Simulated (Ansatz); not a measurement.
## Scan of [H···H···H], doublet

Starting geometry:

```yaml
atoms:
  - { symbol: H, position_ang: [0.0000, 0.0000, -0.8190] }
  - { symbol: H, position_ang: [0.0000, 0.0000, -0.0740] }
  - { symbol: H, position_ang: [0.0000, 0.0000, 0.8930] }
```

From there H2 is moved from one fragment to the other while all else, the fragments' distance too, stays fixed; atoms are numbered as listed. Energies are in eV, counted from the starting geometry at the same level. Kohn–Sham curves are unrestricted where that lies lower.

Basis cc-pVQZ; Ansatz 0.2.0. Only valence electrons are correlated (noble-gas cores frozen).

Full CI is exact within this basis and frozen core; it isn't the basis-set limit.

| distance H1-H2 (Å) | PBE |
| --- | --- |
| 0.693 | 0.138 |
| 0.745 | 0.000 |
| 0.777 | -0.049 |
| 0.808 | -0.077 |
| 0.840 | -0.091 |
| 0.872 | -0.091 |
| 0.904 | -0.077 |
| 0.935 | -0.049 |
| 0.967 | 0.000 |

Problem. Estimate the full CI curve in cc-pVQZ from this one, knowing how PBE errs.

Solution. The computed full CI values, in eV from the starting point, and the error of PBE against them:
```tsv
distance H1-H2 (Å)	full CI	PBE less full CI
0.693	0.103	0.035
0.745	0.000	0.000
0.777	-0.032	-0.017
0.808	-0.049	-0.028
0.840	-0.057	-0.034
0.872	-0.057	-0.034
0.904	-0.049	-0.028
0.935	-0.032	-0.017
0.967	0.000	0.000
```

The error spans 0.069 eV and is largest, 0.035 eV, at 0.693 Å.
